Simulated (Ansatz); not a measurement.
# CH8OSi: the cost of one run

Program: Ansatz 0.2.0. Level of theory: RKS revPBE/def2-SVP. These are calculated values, not measurements.

### 1 Starting point

Bond lengths: Si1–H3 1.460 Å, Si1–H4 1.476 Å, Si1–C5 1.897 Å, Si1–O7 2.061 Å, C5–H8 1.085 Å, C5–H9 1.085 Å, C5–H10 1.085 Å, O7–H11 0.967 Å. Angles: H3–Si1–H4 104.2°, H3–Si1–C5 118.3°, H3–Si1–O7 117.3°, H4–Si1–C5 104.6°, H4–Si1–O7 90.4°, C5–Si1–O7 115.8°, Si1–C5–H8 110.1°, Si1–C5–H9 112.3°, Si1–C5–H10 111.5°, H8–C5–H9 107.6°, H8–C5–H10 107.5°, H9–C5–H10 107.5°, Si1–O7–H11 129.3°.

Structure file:

```xyz
11

Si   -0.6545    0.1663   -0.1679
H     0.1161   -1.4672   -0.6804
H    -1.9687   -0.4521   -0.3139
H    -0.9055    1.6053   -0.3818
C     0.1972    0.0774    1.5251
H     0.6261   -1.1046   -1.4339
O     0.5977    0.1248   -1.8049
H    -0.2976    0.7402    2.2275
H     0.1742   -0.9225    1.9464
H     1.2368    0.3829    1.4640
H     0.8783    0.8495   -2.3801
```

### 2 A restrained relaxation towards end A

Springs on the bonds that form and break draw the guess towards this end; the thresholds are loose.

Input file input.yaml:

```yaml
crystal:
  periodic: [false, false, false]
  atoms:
    - { symbol: Si, position_ang: [-0.6545, 0.1663, -0.1679] }
    - { symbol: H, position_ang: [0.1161, -1.4672, -0.6804] }
    - { symbol: H, position_ang: [-1.9687, -0.4521, -0.3139] }
    - { symbol: H, position_ang: [-0.9055, 1.6053, -0.3818] }
    - { symbol: C, position_ang: [0.1972, 0.0774, 1.5251] }
    - { symbol: H, position_ang: [0.6261, -1.1046, -1.4339] }
    - { symbol: O, position_ang: [0.5977, 0.1248, -1.8049] }
    - { symbol: H, position_ang: [-0.2976, 0.7402, 2.2275] }
    - { symbol: H, position_ang: [0.1742, -0.9225, 1.9464] }
    - { symbol: H, position_ang: [1.2368, 0.3829, 1.464] }
    - { symbol: H, position_ang: [0.8783, 0.8495, -2.3801] }
basis:
  gaussian: { orbitals: def2-SVP }
hamiltonian:
  xc: revpbe
relax:
  f_tol: 0.15
  max_steps: 25
  restrain:
    - { distance: [0, 6], at: 3.07, k: 30.0 }
    - { distance: [5, 1], at: 1.92, k: 30.0 }
    - { distance: [0, 1], at: 1.42, k: 30.0 }
    - { distance: [5, 6], at: 0.97, k: 30.0 }
```

Command:

```
$ ansatz run input.yaml --threads 2 --pin off --max-ram 3072MiB --backend cpu --events-out ev --progress --plain --runs-dir out
```

Q: Estimate wall time and peak memory on 2 threads of Intel Xeon Platinum 8488C (Sapphire Rapids), shared host.

About 9.1 s, with a peak of 0.14 GiB.
